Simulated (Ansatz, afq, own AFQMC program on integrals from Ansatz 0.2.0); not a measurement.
Where AFQMC and coupled cluster stand for AlBH2, triplet

```json
{"atom": "B", "x (Å)": "0.0000", "y (Å)": "0.0000", "z (Å)": "1.0513"}
{"atom": "Al", "x (Å)": "0.0000", "y (Å)": "0.0000", "z (Å)": "-0.8575"}
{"atom": "H", "x (Å)": "0.0000", "y (Å)": "0.0000", "z (Å)": "2.2344"}
{"atom": "H", "x (Å)": "0.0000", "y (Å)": "0.0000", "z (Å)": "-2.4283"}
```

Connectivity, by distances: BH–AlH.

Basis cc-pVDZ. Only valence electrons are correlated. AFQMC by an in-house program on the Cholesky factors that Ansatz 0.2.0 writes for its CCSD(T) run. The CISD trial takes its coefficients from CCSD amplitudes. Released means that phaseless walkers are propagated on without the constraint, phases kept. ± is one standard error of the sampling.

Determinant: UHF, the one that the program's search chose, which needn't be the lowest solution. The geometry is a point of a scan.

No full CI on the walks' own integrals is used here; CCSDT(Q) serves as the reference and is uncertain by about the last step of the cluster series.

Cautions: lower spins were not checked.

```
T1 diagnostic                               : 0.0174
weight of the determinant in the CISD state : 0.897
⟨S²⟩ of the determinant                     : 2.014
size of the correlated space                : 8 electrons in 36 orbitals
```

Reference: CCSDT(Q), correlation energy -4.209 eV. The released energy is read at 2.40 1/Eh (meV from the phaseless value at times in 1/Eh: -12 ± 11 at 0.24, -14 ± 8 at 0.51, -15 ± 8 at 0.99, -25 ± 8 at 1.62, -27 ± 10 at 2.40).

| level | E − E(reference) (kJ/mol) | share of correlation (%) |
| --- | --- | --- |
| HF | 406.1 | 0.00 |
| MP2 | 96.4 | 76.27 |
| CCSD | 16.8 | 95.87 |
| CCSD(T) | 4.2 | 98.96 |
| CCSDT | 0.8 | 99.81 |
| ph-AFQMC/HF | 6.8 ± 3.7 | 98.33 |
| ph-AFQMC/CISD | 1.4 ± 0.8 | 99.66 |
| released AFQMC | -1.2 ± 0.9 | 100.30 |

A walk keeps the symmetry of its determinant, which the program's search chose and which needn't be the lowest solution, so a lower state of the same spin and another symmetry isn't excluded. Released energies are given only where the last usable release times agree within the noise; a slower fall can still hide under it.
